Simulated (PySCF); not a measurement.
C₂HFN₂O.
SMILES: `Fc1conn1`

The closed-shell ground state was solved at several levels (PySCF, density fitting, gas phase, non-relativistic). Geometry: GFN2-xTB; no solvent, vibrations or thermal averaging.

| level | basis functions | total energy (Eh) | HOMO (eV) | LUMO (eV) | gap (eV) | dipole (D) |
| --- | --- | --- | --- | --- | --- | --- |
| PBE0/pcSseg-1 | 107 | -360.8742 | -8.40 | -1.58 | 6.82 | 3.06 |
| B3LYP/pcJ-1 | 172 | -361.2865 | -8.16 | -1.82 | 6.34 | 3.05 |

Problem. Estimate the row for wB97X-D/def2-SVPD, a basis of 134 functions; the other rows only guide the guess.

Solution. Total energy -360.9153 Eh, HOMO -10.28 eV, LUMO 0.17 eV, gap 10.45 eV, dipole 3.05 D.

Problem. Over all these levels, which gives the widest orbital gap and which the narrowest?

Solution. wB97X-D/def2-SVPD (range-separated hybrid) has the widest, 10.45 eV, and B3LYP/pcJ-1 (global hybrid, 20 % exact exchange) the narrowest, 6.34 eV. Functional and basis both differ between the two, so the spread mixes both effects.

Problem. How far do the dipole and the HOMO energy spread over the levels?

Solution. The dipole runs from 3.05 to 3.06 D (mean 3.05 D) and the HOMO from -10.28 to -8.16 eV.

wB97X-D is run here without its empirical dispersion term; that term would change no orbital, density or response property at a fixed geometry.
